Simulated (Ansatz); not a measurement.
The cluster Mg2H4: single points at one geometry.

```yaml
crystal:
  periodic: [false, false, false]
  atoms:
    - {symbol: Mg, position_ang: [0.197109, -0.394951, 1.320974]}
    - {symbol: Mg, position_ang: [-0.197661, 0.391775, -1.321354]}
    - {symbol: H, position_ang: [-0.437803, 0.879102, -2.931896]}
    - {symbol: H, position_ang: [-1.225670, 0.173403, 0.234479]}
    - {symbol: H, position_ang: [0.438874, -0.867748, 2.935512]}
    - {symbol: H, position_ang: [1.225151, -0.181591, -0.237706]}
basis:
  gaussian: {orbitals: def2-TZVP, initial_orbitals: start.molden}
hamiltonian: {xc: {name: wB97M-V}}
scf: {omitted_lower_state_checks: [starts]}
output: {orbitals: {seedname: orbitals}}
```

The file start.molden holds the orbitals of an earlier run on this structure, at another level or in another basis.

```sh
$ ansatz run in.yaml --threads 4 --pin off --events-out ev --progress --plain --max-ram 3916MiB
```

Shortened log:

```
Functional definition: wB97M-V
752 factors; their error is unknown
234 factors; integrals over basis functions are off by at most 3.3e-5 eV
mean field evaluation 1: about -10951.8371 eV, gradient 7.8e0 eV
mean field evaluation 2: about -10951.9037 eV, gradient 6.4e-2 eV
mean field evaluation 4: about -10951.9293 eV, gradient 4.1e-5 eV
mean field -10951.92926954 eV, -402.4759771712 hartree, gradient 6.3e-5 eV, S^2 0.000000; 0 other end points of the search recorded, 0 dependent functions left out
reference -10951.92933833 eV, -402.4759796992 hartree; 14, 14 occupied and 74, 74 virtual orbitals, 752 factors
Total energy: -10951.92933833 eV, -402.4759796992 hartree
Checks for a lower state left out: starts
```

It took 1.9 s on 4 threads of Arm Neoverse V1 on a shared host.

As the first input, with `hamiltonian: {xc: pbe}`, `correlation: {method: rpa}` and without the key `output` (abridged; 0.85 s):

```
Functional definition: PBE
mean field -10945.84325551 eV, -402.2523202808 hartree, gradient 5.2e-7 eV, S^2 0.000000
2 core orbitals not correlated: weight in the atoms' cores, before any rotation towards them, 1.000 or more for the frozen orbitals, at most 0.000 for the correlated occupied ones
Total energy: -10944.74735721 eV, -402.2120467611 hartree
Checks for a lower state left out: starts
```

First input, but with `gaussian: {orbitals: def2-SVP, initial_orbitals: start.molden}`, `hamiltonian: {xc: pbe0, dispersion: d4}` (abridged; 0.35 s):

```
Functional definition: PBE0
mean field -10943.04764143 eV, -402.1495833583 hartree, gradient 5.9e-5 eV, S^2 0.000000
Total energy: -10943.14034615 eV, -402.1529901940 hartree
Checks for a lower state left out: starts
```

The first input with `hamiltonian: {xc: {name: PBE-QIDH}}` and without the key `output` (abridged; 0.75 s):

```
Functional definition: PBE-QIDH
mean field -10940.91784187 eV, -402.0713146682 hartree, gradient 6.1e-6 eV, S^2 0.000000
2 core orbitals not correlated: weight in the atoms' cores, before any rotation towards them, 1.000 or more for the frozen orbitals, at most 0.000 for the correlated occupied ones
second order -12.52442937 eV of doubles, -0.00000000 eV of singles
Total energy: -10945.09266945 eV, -402.2247367521 hartree
Checks for a lower state left out: starts
```

The first input with `hamiltonian: {xc: {name: revPBE}, dispersion: d4}` (abridged; 0.45 s):

```
Functional definition: revPBE
mean field -10950.62319165 eV, -402.4279796940 hartree, gradient 4.2e-5 eV, S^2 0.000000
Total energy: -10950.93948388 eV, -402.4396032192 hartree
Checks for a lower state left out: starts
```

As the first input, with `gaussian: {orbitals: def2-TZVPD, initial_orbitals: start.molden}`, `hamiltonian: {xc: pbe, dispersion: d4}` (abridged; 0.65 s):

```
Functional definition: PBE
mean field -10945.86173976 eV, -402.2529995645 hartree, gradient 1.4e-5 eV, S^2 0.000000
Total energy: -10945.97126456 eV, -402.2570245268 hartree
Checks for a lower state left out: starts
```

First input, but with `hamiltonian: {xc: {name: wB97X-V}}` (abridged; 1.8 s):

```
Functional definition: wB97X-V
mean field -10951.27232218 eV, -402.4518348010 hartree, gradient 2.3e-5 eV, S^2 0.000000
Total energy: -10951.27231938 eV, -402.4518346983 hartree
Checks for a lower state left out: starts
```

Geometry: r2SCAN-D4/def2-TZVP.

Correlated methods freeze 2 core orbitals; core or outer-core shells of Mg are correlated, in sets that lack core-valence functions. The structure comes from a short search, and lower isomers may exist.
